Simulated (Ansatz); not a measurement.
# AlH₄NO: vertical ionisation energy

The task here is to estimate one member of a computed series from the others.

Method: unrestricted cation, the program's frozen cores in correlated methods; program: Ansatz 0.2.0, Gaussian basis.

The runs, in order: UKS PBE-D4/def2-TZVPP; UKS r2SCAN-D4/def2-TZVPP; UKS PBE0-D4/def2-TZVPP; UKS B3LYP-D4/def2-TZVPP; UKS wB97X-V/def2-TZVPP; UKS wB97M-V/def2-TZVPP; UKS B2PLYP/def2-TZVPP; UHF-CCSD(T)/def2-TZVPP; UHF-CCSD(T)/def2-QZVPP; extrapolation to the limit; then −ε(HOMO) from the neutral's earlier runs with LDA (SPW92), PBE-D4, revPBE-D4, BLYP-D4, r2SCAN-D4, B97M-V, PBE0-D4, B3LYP-D4, r2SCANh-D4, r2SCAN0-D4, HSE06-D4, BHLYP-D4, CAM-B3LYP-D4, LC-ωPBE, ωB97X-V, ωB97M-V.

## The relaxed structure

An earlier PBE0-D4 in a triple-zeta def2 set relaxation fixed the geometry.

SMILES `[NH2][AlH][OH]`, 7 atoms, charge 0, spin multiplicity 1.

Atoms are counted from 1 here; the program's logs count them from 0.

Bond lengths: N1–Al2 1.760 Å, N1–H4 1.007 Å, N1–H5 1.006 Å, Al2–O3 1.698 Å, Al2–H6 1.579 Å, O3–H7 0.955 Å. Angles: Al2–N1–H4 125.1°, Al2–N1–H5 124.3°, H4–N1–H5 110.6°, N1–Al2–O3 116.8°, N1–Al2–H6 120.8°, O3–Al2–H6 122.4°, Al2–O3–H7 123.2°.

The first run:

Contents of in.yaml:

```yaml
crystal:
  periodic: [false, false, false]
  atoms:
    - {symbol: N, position_ang: [-1.150270, 0.345954, -0.568743]}
    - {symbol: Al, position_ang: [0.330576, 0.149113, 0.362572]}
    - {symbol: O, position_ang: [1.304554, -1.187509, -0.020806]}
    - {symbol: H, position_ang: [-1.457678, -0.270110, -1.303289]}
    - {symbol: H, position_ang: [-1.808466, 1.095637, -0.436936]}
    - {symbol: H, position_ang: [0.716757, 1.179657, 1.495358]}
    - {symbol: H, position_ang: [2.125727, -1.380742, 0.426044]}
basis:
  gaussian: {orbitals: def2-TZVPP}
total_charge: 1
magnetization: {spin_polarized: true, initial_magnetization: 1}
hamiltonian: {xc: pbe, dispersion: d4}
```

Run with:

```console
> ansatz run in.yaml --threads 2 --pin off --events-out ev --progress --plain --max-ram 32768MiB --backend cpu
```

Steps of the session up to this table: Cation, UKS PBE-D4/def2-TZVPP; Cation, UKS r2SCAN-D4/def2-TZVPP; Cation, UKS PBE0-D4/def2-TZVPP; Cation, UKS B3LYP-D4/def2-TZVPP; Cation, UKS wB97X-V/def2-TZVPP; Cation, UKS wB97M-V/def2-TZVPP; Cation, UKS B2PLYP (frozen core)/def2-TZVPP; Cation, UHF-CCSD(T)/def2-TZVPP; Cation, UHF-CCSD(T)/def2-QZVPP.

One table of the session follows, with a row left open; its other results are not shown here.

It belongs to the step «Ionisation energies side by side». For comparison, −ε(HOMO) of the neutral from earlier runs:

| functional | −ε(HOMO) (eV) |
| --- | --- |
| LDA (SPW92) | 6.15 |
| PBE-D4 | 5.97 |
| revPBE-D4 | 5.91 |
| BLYP-D4 | 5.84 |
| r2SCAN-D4 | 6.26 |
| B97M-V | 6.32 |
| PBE0-D4 | ? |
| B3LYP-D4 | 7.13 |
| r2SCANh-D4 | 6.79 |
| r2SCAN0-D4 | 7.59 |
| HSE06-D4 | 6.97 |
| BHLYP-D4 | 8.69 |
| CAM-B3LYP-D4 | 8.83 |
| LC-ωPBE | 10.29 |
| ωB97X-V | 9.88 |
| ωB97M-V | 9.78 |

**Question.** Estimate the row for PBE0-D4.

As computed: −ε(HOMO) (eV): 7.38. In the column «−ε(HOMO) (eV)» it lies between B3LYP-D4 (7.13) and r2SCAN0-D4 (7.59).
